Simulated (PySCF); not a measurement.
**O₂+: from the state search to spectroscopic constants**

One job finds the state of O₂+, follows it along the bond with each method and fits the curves.

Program: PySCF 2.14.0. Level of theory: O 6-31G(d,p), no relativity. These are calculated values, not measurements.

### Step 1. Input

The job is set up so:

* atoms: O, O
* charge: 1
* basis: O 6-31G(d,p)
* Hamiltonian: no relativity
* basis functions: 28
* electrons treated: 15
* masses in u: 15.9949, 15.9949
* levels: PBE0, PBE, r²SCAN, BP86, B3LYP, MN15, ωB97X, HF, MP2, SCS-MP2, CCSD, CCSD(T)
* grid: 80 radial by 434 angular points
* occupations: held fixed by the projection of orbital angular momentum
* dissociation limit: O+ + O, each in its ground configuration
* starting distance in angstrom: 1.300
* values of 2S to try: 1, 3, 5

Run with:

```console
OMP_NUM_THREADS=1 python dia.py task.json out
```

After this run come: First curve: PBE0; Higher solutions at PBE0; PBE (GGA); r²SCAN; BP86; B3LYP; MN15; ωB97X; UHF (mean field); MP2 and coupled cluster.

Before running it: what results should come out? Wanted: for each run, Re; ωe; De.

**Answer**, as computed:

Lowest PBE0 solution found, without spin–orbit coupling: ²Πg (doublet), unpaired electrons π ↑. State 2 has its PBE0 minimum 3.57 eV higher. The other levels ran on the lowest alone.

```
      level  Re (Å)  ωe (cm⁻¹)  De (eV)
        UHF   1.075       2507     1.01
    UHF-MP2   1.187       1345     6.54
UHF-SCS-MP2   1.169       1525     6.15
   UHF-CCSD   1.133       1978     5.32
UHF-CCSD(T)   1.143       1873     5.64
        PBE   1.136       1940     7.98
       BP86   1.138       1923     7.94
     r²SCAN   1.123       2033     6.67
      B3LYP   1.121       2059     6.82
       PBE0   1.112       2141     6.65
       MN15   1.117       2145     6.71
      ωB97X   1.113       2152     6.72
```

De is counted to O+ + O in their ground configurations.

Differences from CCSD(T) in the same basis:

```
      level  Re (mÅ)  ωe (%)
        UHF      -68   +33.8
    UHF-MP2      +44   -28.2
UHF-SCS-MP2      +26   -18.6
   UHF-CCSD      -10    +5.6
        PBE       -7    +3.6
       BP86       -5    +2.7
     r²SCAN      -20    +8.5
      B3LYP      -22    +9.9
       PBE0      -31   +14.3
       MN15      -26   +14.5
      ωB97X      -30   +14.9
```

Against CCSD(T) in the same basis, the bond length is nearest at BP86 (-5 mÅ) and farthest at UHF (-68 mÅ); the wavenumber is nearest at BP86 (+2.7 %) and farthest at UHF (+33.8 %). Hartree–Fock makes the bond too short and too stiff against this reference, as it mostly does. CCSD(T) in a basis this small is itself some way from its limit, more so than the functionals. Of the levels with a De here, UHF gives the least (1.01 eV) and PBE the most (7.98 eV).

Correlated steps freeze 2 core orbitals. At UHF the stretched side of the curve climbs above De, by a hump or because the determinant held fixed goes to a higher limit.
